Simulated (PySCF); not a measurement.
## NO(OH), singlet: computed properties

Level of theory: PySCF, B3LYP, basis N def2-TZVP, O def2-TZVP, H def2-TZVP (no relativity, density fitting).

The structure is a minimum.

Coordinates in bohr (charge 0 multiplicity 1):
```
N     0.1717    0.6366   -0.7171
O     1.9421   -0.5938   -0.2912
O    -1.8896   -0.0334    0.8965
H    -3.2156    1.1105    0.3545
```

```
Point group                                                                   : Cs
Bond lengths                                                                  : N–O 1.163 Å, N–O 1.430 Å, O–H 0.970 Å
Bond angles                                                                   : H–O–N 102.7°, O–N–O 111.1°
Rotational symmetry number                                                    : 1
Heat capacity Cp at 298.15 K                                                  : 45.2 J/(mol K)
Atomisation energy without zero-point energy                                  : 1305 kJ/mol
Rotational constants                                                          : 3.16, 0.42, 0.3707 cm⁻¹
Zero-point energy                                                             : 52.9 kJ/mol
Principal quadrupole moments (Buckingham, traceless) about the centre of mass : -3.78, -0.23, 4.02 D Å
Enthalpy at 298.15 K above 0 K                                                : 10.97 kJ/mol
Lowest empty level                                                            : -2.59 eV
Entropy at 298.15 K and 1 bar                                                 : 248.2 J/(mol K)
Dipole moment                                                                 : 2.07 D
Highest occupied level                                                        : -7.99 eV
Principal polarisabilities                                                    : 10.9, 14.5, 28.5 bohr³
```

Harmonic modes (masses in u: N 14.003, O 15.995, H 1.008):
| symmetry | ω (cm⁻¹) | IR (km/mol) |
| --- | --- | --- |
| a'' | 586 | 106 |
| a' | 618 | 141 |
| a' | 822 | 137 |
| a' | 1295 | 183 |
| a' | 1782 | 173 |
| a' | 3737 | 71.4 |

Charges (e):
```json
{"atom": "N1", "Mulliken": "0.14", "Löwdin": "-0.13", "polar tensor": "0.83", "Mayer order to N1": "–"}
{"atom": "O2", "Mulliken": "-0.16", "Löwdin": "0.06", "polar tensor": "-0.45", "Mayer order to N1": "1.90"}
{"atom": "O3", "Mulliken": "-0.29", "Löwdin": "-0.09", "polar tensor": "-0.66", "Mayer order to N1": "1.00"}
{"atom": "H4", "Mulliken": "0.31", "Löwdin": "0.16", "polar tensor": "0.28", "Mayer order to N1": "0.02"}
```
Other Mayer orders above 0.3: O–H 0.89.

Mulliken populations on N1: s 3.83, p 2.88, d 0.14, f 0.01.

Only a few start shapes were tried, so a lower isomer may exist.

The final relaxation and frequency run took 27 s on 2 threads of a shared Arm Neoverse V2 host, with 99 basis functions and 20 gradients; the process peaked at 1.1 GiB.
